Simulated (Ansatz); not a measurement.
The input, for Ansatz 0.2.0:

```yaml
crystal:
  periodic: [false, false, false]
  atoms:
    - {symbol: Cl, position_ang: [0.101958, -1.571210, 0.402853]}
    - {symbol: Ge, position_ang: [-0.062916, 0.563158, 1.234743]}
    - {symbol: Ga, position_ang: [0.013704, 0.212216, -1.491245]}
basis:
  gaussian: {orbitals: 6-31G}
magnetization: {spin_polarized: false}
correlation: {method: bccd_t, electrons: valence}
output: {forces: true}
```

```sh
$ ansatz run in.yaml --threads 1 --pin off --events-out ev --progress --plain --max-ram 2393MiB
```

The program prints:

```
640 factors; integrals over basis functions are off by at most 4.4e-4 eV
mean field evaluation 1: about -121292.2555 eV, gradient 8.7e0 eV
mean field evaluation 2: about -121292.2729 eV, gradient 8.8e0 eV
mean field evaluation 4: about -121292.6740 eV, gradient 1.1e0 eV
mean field evaluation 8: about -121292.6924 eV, gradient 2.0e-3 eV
mean field evaluation 16: about -121292.6879 eV, gradient 5.2e-1 eV
mean field evaluation 32: about -121292.0107 eV, gradient 2.1e0 eV
mean field evaluation 64: about -121288.6814 eV, gradient 1.3e1 eV
mean field evaluation 96: about -121291.2439 eV, gradient 2.6e-4 eV
mean field evaluation 128: about -121292.6839 eV, gradient 7.5e-1 eV
mean field evaluation 160: about -121286.4438 eV, gradient 2.4e-1 eV
mean field -121292.69241597 eV, -4457.4242311471 hartree, gradient 7.6e-6 eV, S^2 0.000000; 5 other end points of the search recorded, 0 dependent functions left out; unrestricted orbitals would lower it
determinant -121292.69241597 eV, -4457.4242311471 hartree, with singles and doubles -121304.46179715 eV, -4457.8567479278 hartree
determinant -121291.24389626 eV, -4457.3709990295 hartree, with singles and doubles -121303.31888417 eV, -4457.8147466507 hartree
23 core orbitals not correlated: weight in the atoms' cores, before any rotation towards them, 1.000 or more for the frozen orbitals, at most 0.000 for the correlated occupied ones
reference -121292.69241597 eV, -4457.4242311471 hartree; 17, 17 occupied and 31, 31 virtual orbitals, 640 factors
second order -11.82782940 eV of doubles, -0.00000000 eV of singles
cycle   1  -11.74321762 eV  change    2.6e-2 eV  update   1.2e-2
cycle   2  -11.73508744 eV  change    8.1e-3 eV  update   2.6e-3
cycle   3  -11.73629535 eV  change   -1.2e-3 eV  update   1.5e-3
cycle   4  -11.73527159 eV  change    1.0e-3 eV  update   9.4e-4
cycle   5  -11.73603057 eV  change   -7.6e-4 eV  update   6.5e-4
cycle   6  -11.73626498 eV  change   -2.3e-4 eV  update   3.0e-4
cycle   7  -11.73602123 eV  change    2.4e-4 eV  update   1.4e-4
cycle   8  -11.73610418 eV  change   -8.3e-5 eV  update   7.1e-5
cycle   9  -11.73610684 eV  change   -2.7e-6 eV  update   3.1e-5
cycle  10  -11.73610638 eV  change    4.6e-7 eV  update   9.9e-6
cycle  11  -11.73610769 eV  change   -1.3e-6 eV  update   4.1e-6
cycle  12  -11.73610730 eV  change    3.9e-7 eV  update   1.6e-6
cycle  13  -11.73610740 eV  change   -1.0e-7 eV  update   6.4e-7
cycle  14  -11.73610773 eV  change   -3.3e-7 eV  update   2.7e-7
perturbative correction -0.24327014 eV, -0.0089400126 hartree
the calculation of the forces begins
Total energy: -121304.67179384 eV, -4457.8644651638 hartree
Atom 0 at     0.101958    -1.571210     0.402853 Å, force     0.143620    -2.036428    -0.077861 eV/Å
Atom 1 at    -0.062916     0.563158     1.234743 Å, force    -0.131621     1.600152     1.042734 eV/Å
Atom 2 at     0.013704     0.212216    -1.491245 Å, force    -0.011999     0.436276    -0.964872 eV/Å
Dipole moment:    -0.035324     0.538234    -0.117204 e Å
```

Forces (eV/Å):
```
Cl   0.144 -2.036 -0.078
Ge  -0.132  1.600  1.043
Ga  -0.012  0.436 -0.965
```

Ran on 1 thread of INTEL XEON PLATINUM 8581C, shared host: 10 s wall, 0.24 GiB peak host memory.
